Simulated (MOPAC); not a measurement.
MOPAC input (PM6):

```
PM6 1SCF CHARGE=-1 GEO-OK AUX(PRECISION=9) THREADS=1
C4H9

C     0.72403310 1    1.79239507 1   -0.03031994 1
C     0.76031785 1    0.28052987 1   -0.04737150 1
C    -0.63355368 1   -0.28316512 1   -0.01353096 1
C    -0.67602212 1   -1.81383621 1   -0.02190892 1
H     1.72840622 1    2.22793654 1    0.06033451 1
H    -1.70143998 1   -2.20864986 1    0.01923879 1
H     0.10939338 1    2.26461132 1    0.79621000 1
H     0.29292530 1    2.20418998 1   -0.95768097 1
H    -0.13284901 1   -2.21272884 1    0.84234972 1
H    -0.17751014 1   -2.19660174 1   -0.91756637 1
H     1.29730464 1   -0.06782599 1    0.85466338 1
H    -1.20160135 1    0.07901021 1   -0.88680250 1
H    -1.26328001 1    0.05451668 1    0.86804152 1
```

From the last part of the output:

```
                                                       MOPAC v23.2.5 Linux

          FINAL HEAT OF FORMATION =         28.78635 KCAL/MOL =     120.44210 KJ/MOL

          COSMO AREA              =        114.53 SQUARE ANGSTROMS
          COSMO VOLUME            =         99.24 CUBIC ANGSTROMS

          IONIZATION POTENTIAL    =          0.178813 EV
          HOMO LUMO ENERGIES (EV) =         -0.179 10.114
          NO. OF FILLED LEVELS    =         13
          MOLECULAR WEIGHT        =         57.1151         POINT GROUP:  C1

          MOLECULAR DIMENSIONS (Angstroms)

            Atom       Atom       Distance
            H     6    H     5     5.60793
            H    10    H     7     3.01704
            H     8    H     9     2.83716

          SCF CALCULATIONS        =          1

   ATOM   CHEMICAL          X               Y               Z
  NUMBER   SYMBOL      (ANGSTROMS)     (ANGSTROMS)     (ANGSTROMS)

     1       C          0.72403310  *   1.79239507  *  -0.03031994  *
     2       C          0.76031785  *   0.28052987  *  -0.04737150  *
     3       C         -0.63355368  *  -0.28316512  *  -0.01353096  *
     4       C         -0.67602212  *  -1.81383621  *  -0.02190892  *
     5       H          1.72840622  *   2.22793654  *   0.06033451  *
     6       H         -1.70143998  *  -2.20864986  *   0.01923879  *
     7       H          0.10939338  *   2.26461132  *   0.79621000  *
     8       H          0.29292530  *   2.20418998  *  -0.95768097  *
     9       H         -0.13284901  *  -2.21272884  *   0.84234972  *
    10       H         -0.17751014  *  -2.19660174  *  -0.91756637  *
    11       H          1.29730464  *  -0.06782599  *   0.85466338  *
    12       H         -1.20160135  *   0.07901021  *  -0.88680250  *
    13       H         -1.26328001  *   0.05451668  *   0.86804152  *

                             CARTESIAN COORDINATES

   1    C        0.724033100     1.792395070    -0.030319940
   2    C        0.760317850     0.280529870    -0.047371500
   3    C       -0.633553680    -0.283165120    -0.013530960
   4    C       -0.676022120    -1.813836210    -0.021908920
   5    H        1.728406220     2.227936540     0.060334510
   6    H       -1.701439980    -2.208649860     0.019238790
   7    H        0.109393380     2.264611320     0.796210000
   8    H        0.292925300     2.204189980    -0.957680970
   9    H       -0.132849010    -2.212728840     0.842349720
  10    H       -0.177510140    -2.196601740    -0.917566370
  11    H        1.297304640    -0.067825990     0.854663380
  12    H       -1.201601350     0.079010210    -0.886802500
  13    H       -1.263280010     0.054516680     0.868041520

           Empirical Formula: C4 H9  =    13 atoms

      MOLECULAR POINT GROUP   :   C1

                  EIGENVALUES
 -21.77870 -19.33929 -15.92671 -12.19401  -9.79573  -9.05840  -8.28107  -7.70099
  -7.00500  -6.21914  -5.07770  -4.47012  -0.17881  10.11449  10.46210  10.70703
  11.47427  11.63685  11.69250  11.74521  12.06825  12.12657  12.90145  13.13566
  14.53999

              NET ATOMIC CHARGES AND DIPOLE CONTRIBUTIONS

  ATOM NO.   TYPE          CHARGE      No. of ELECS.   s-Pop       p-Pop
    1          C          -0.315944        4.3159     1.07646     3.23949
    2          C          -0.738025        4.7380     1.19214     3.54588
    3          C          -0.074841        4.0748     1.07211     3.00273
    4          C          -0.477737        4.4777     1.08666     3.39107
    5          H           0.064314        0.9357     0.93569
    6          H           0.084321        0.9157     0.91568
    7          H           0.027103        0.9729     0.97290
    8          H           0.064863        0.9351     0.93514
    9          H           0.119721        0.8803     0.88028
   10          H           0.133356        0.8666     0.86664
   11          H           0.049594        0.9504     0.95041
   12          H           0.051784        0.9482     0.94822
   13          H           0.011492        0.9885     0.98851
 DIPOLE           X         Y         Z       TOTAL
 POINT-CHG.    -2.227    -1.360    -0.028     2.609
 HYBRID        -0.990     0.439     1.190     1.609
 SUM           -3.216    -0.921     1.161     3.542

          ATOMIC ORBITAL ELECTRON POPULATIONS

     Atom    s        px        py        pz
    1  C   1.07646   1.06335   1.11252   1.06362
    2  C   1.19214   1.07970   0.93876   1.52742
    3  C   1.07211   1.07835   0.88469   1.03968
    4  C   1.08666   1.09966   1.13885   1.15257
    5  H   0.93569
    6  H   0.91568
    7  H   0.97290
    8  H   0.93514
    9  H   0.88028
   10  H   0.86664
   11  H   0.95041
   12  H   0.94822
   13  H   0.98851

 **********************
 *                    *
 * JOB ENDED NORMALLY *
 *                    *
 **********************

 == MOPAC DONE ==
```

The dipole moment of an ion depends on the origin.
